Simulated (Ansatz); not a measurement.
# Be₂H₂ (singlet): from Hartree-Fock to the top rungs at scale of all distances = 1.000, cc-pVDZ

One table from this session's results is given with a row withheld; the runs are named, their logs left out.

Method: cc-pVDZ, core rule «outside noble gas», up to 2 orbitals frozen; program: Ansatz 0.2.0, Gaussian basis.

Plan: UHF; CCSD(T) on RHF; BCCD(T) on RHF; CISD; CCSDT(Q) on RHF; CASSCF and MRCISD+Q, 2 electrons in 2 orbitals; CASSCF and NEVPT2, 2 electrons in 2 orbitals; CASSCF and MRCISD+Q, 6 electrons in 10 orbitals; CASSCF and MRCISD+Q(relaxed), 6 electrons in 10 orbitals; CASSCF and NEVPT2, 6 electrons in 10 orbitals; Full CI.

16 further runs of the same task are left out: 12 that didn't finish, 4 set aside as unsound or not needed.

## What is computed

The geometry derives from a PBE0/def2-TZVP stationary point (not a proven minimum). All distances are scaled together.

4 atoms, charge 0, spin multiplicity 1.

Atoms are counted from 1 here; the program's logs count them from 0.

Bond lengths: Be1–H3 1.348 Å, Be2–H4 1.348 Å.

The first run:

File in.yaml:

```yaml
crystal:
  periodic: [false, false, false]
  atoms:
    - {symbol: Be, position_ang: [0.000000, 0.000000, 1.052730]}
    - {symbol: Be, position_ang: [0.000000, 0.000000, -1.052730]}
    - {symbol: H, position_ang: [0.000000, 0.000000, 2.400248]}
    - {symbol: H, position_ang: [0.000000, 0.000000, -2.400248]}
basis:
  gaussian: {orbitals: cc-pVDZ}
magnetization: {spin_polarized: true, initial_magnetization: 0}
hamiltonian: {xc: hf}
output: {orbitals: {seedname: orbitals}}
```

Launch:

```sh
$ ansatz run in.yaml --threads 1 --pin off --events-out ev --progress --plain --max-ram 2393MiB
```

Steps of the session up to this table: UHF; CCSD(T) on RHF; BCCD(T) on RHF; CISD; CCSDT(Q) on RHF; CASSCF and MRCISD+Q, 2 electrons in 2 orbitals; CASSCF and NEVPT2, 2 electrons in 2 orbitals; CASSCF and MRCISD+Q, 6 electrons in 10 orbitals; CASSCF and MRCISD+Q(relaxed), 6 electrons in 10 orbitals; CASSCF and NEVPT2, 6 electrons in 10 orbitals; Full CI.

One table of the session follows, with a row left open; its other results are not shown here.

| method | from FCI (meV) |
| --- | --- |
| RHF | +2953.8 |
| RMP2 | +816.6 |
| CISD | +185.7 |
| RCCSD | +51.6 |
| RCCSD(T) | +14.3 |
| BCCD(T) | +14.2 |
| RCCSDT | +1.6 |
| RCCSDT(Q) | +0.4 |
| CASSCF pair | +2606.0 |
| NEVPT2 pair | +804.6 |
| MRCISD pair | +148.0 |
| MRCISD+Q pair | -15.2 |
| CASSCF valence | ? |
| NEVPT2 valence | +386.0 |
| MRCISD valence | +48.7 |
| MRCISD+Q valence | +14.2 |
| MRCISD+Q(relaxed) valence | -17.3 |
| FCI | 0 |

**Question.** Estimate the row for CASSCF valence.

As computed: from FCI (meV): +1269.6. In the column «from FCI (meV)» it lies between RMP2 (+816.6) and CASSCF pair (+2606.0).

Limits of these values: MRCISD+Q pair, MRCISD+Q(relaxed) valence fall below full CI: the +Q correction isn't variational, and the cores differ from full CI's.
